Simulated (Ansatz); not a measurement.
Species: CH$_{2}$NO, charge 0, doublet. CH2NO (SMILES N[C]=O, doublet).
B3LYP-D3(BJ)/def2-TZVP minimum from Ansatz (a first-principles code):
```xyz
5

O     -0.2249     1.1992    -0.0769
C     -0.4363     0.0284    -0.0099
N      0.4179    -0.9973     0.0683
H      0.0715    -1.9373     0.1188
H      1.4203    -0.8452     0.0780
```
Charge 0, spin multiplicity 2.

Total energies in cc-pVDZ, 17 correlated electrons, 3 frozen orbitals. Radicals and triplets start from unrestricted determinants; spin-orbit coupling is neglected. Correlated methods leave the cores frozen. No relativity.

```json
[
 {"method": "HF", "program": "Ansatz", "energy (Eh)": "-168.32425", "minus CCSDT(Q) (mEh)": "492.02"},
 {"method": "MP2", "program": "Ansatz", "energy (Eh)": "-168.78234", "minus CCSDT(Q) (mEh)": "33.93"},
 {"method": "CCSD", "program": "Ansatz", "energy (Eh)": "-168.79847", "minus CCSDT(Q) (mEh)": "17.80"},
 {"method": "CCSD(T)", "program": "Ansatz", "energy (Eh)": "-168.81390", "minus CCSDT(Q) (mEh)": "2.37"},
 {"method": "CCSDT(Q)", "program": "Ansatz", "energy (Eh)": "-168.81627", "minus CCSDT(Q) (mEh)": "0.00"}
]
```

Rough core times of Ansatz's runs on a shared machine: CCSD(T) under 20 s, CCSDT(Q) 4 min.
